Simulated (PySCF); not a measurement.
# Orbital picture of LiN⁺

PBE at R = 2.328 Å; PySCF, no relativity, basis sets Li cc-pVDZ, N cc-pVDZ. State: ⁴Σ⁻ (quartet), unpaired electrons σ ↑, π ↑↑. Only the outer orbitals are listed, counted within each symmetry.

```
spin  orbital  occ.  ε (eV)  on Li (%)  main shells (%)
   α       2σ     1  -59.72        100         100 Li s
   α       3σ     1  -26.13          1           99 N s
   α       4σ     1  -14.81          6           94 N p
   α       1π     1  -14.35          2           98 N p
   α       1π     1  -14.35          2           98 N p
   α       5σ     0   -6.70         99          99 Li s
   α       2π     0   -5.16         99          98 Li p
   α       2π     0   -5.16         99          98 Li p
   β       2σ     1  -59.70        100         100 Li s
   β       3σ     1  -21.58          3           96 N s
   β       4σ     0  -10.72         13           85 N p
   β       1π     0  -10.06          6           94 N p
   β       1π     0  -10.06          6           94 N p
```

Which are the highest filled and the lowest empty level, where do they sit, and how wide is the gap?

Highest filled α 1π at -14.35 eV (in %: 98 N p); lowest empty β 4σ at -10.72 eV (in %: 85 N p); the gap at PBE is 3.63 eV.

```
bond order (Mayer)                                                                                                : 0.26
⟨S²⟩                                                                                                              : 3.752
charge on Li (Mulliken, basis-dependent)                                                                          : 0.86
charge on Li (Löwdin, basis-dependent)                                                                            : 0.75
dipole moment (positive dipole points towards N; it is taken about the centre of mass and depends on that origin) : -6.49 D
polarisability along the bond                                                                                     : 7.6 bohr³
polarisability across the bond                                                                                    : 5.6 bohr³
```

The state is the lowest determinant that a PBE0 search found; another state may lie lower at other levels.
